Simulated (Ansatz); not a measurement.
The input, for Ansatz 0.2.0:

```yaml
crystal:
  periodic: [false, false, false]
  atoms:
    - {symbol: Si, position_ang: [0.000000, 0.000000, 0.000000]}
    - {symbol: F, position_ang: [0.000000, 0.000000, 1.691600]}
basis:
  gaussian: {orbitals: "6-31G*"}
total_charge: -1
magnetization: {spin_polarized: false}
correlation: {method: mp2, electrons: valence}
accuracy: high
```

```sh
$ ansatz run in.yaml --threads 1 --pin off --events-out ev --progress --plain --max-ram 2393MiB
```

(1) Roughly how long does this take on 1 thread of Arm Neoverse V1, shared host, and how much host memory?

```
561 factors; integrals over basis functions are off by at most 3.6e-9 eV
mean field evaluation 1: about -10564.1466 eV, gradient 2.9e1 eV
mean field evaluation 2: about -10564.1562 eV, gradient 2.9e1 eV
mean field evaluation 4: about -10565.7866 eV, gradient 1.5e0 eV
mean field evaluation 8: about -10565.7985 eV, gradient 9.4e-5 eV
mean field evaluation 16: about -10565.7984 eV, gradient 1.8e-1 eV
mean field -10565.79852468 eV, -388.2859340265 hartree, gradient 2.0e-8 eV, S^2 0.000000; 2 other end points of the search recorded, 0 dependent functions left out; unrestricted orbitals would lower it
mean field evaluation 32: about -10566.7641 eV, gradient 1.2e0 eV
unrestricted determinant -10566.91414382 eV, -388.3269322738 hartree, S^2 1.0138
6 core orbitals not correlated: weight in the atoms' cores, before any rotation towards them, 1.000 or more for the frozen orbitals, at most 0.000 for the correlated occupied ones
reference -10565.79852468 eV, -388.2859340265 hartree; 6, 6 occupied and 22, 22 virtual orbitals, 561 factors
second order -6.55430545 eV of doubles, -0.00000000 eV of singles
Total energy: -10572.35283013 eV, -388.5268003091 hartree
```

Answers

(1) 0.36 s wall and 0.16 GiB.
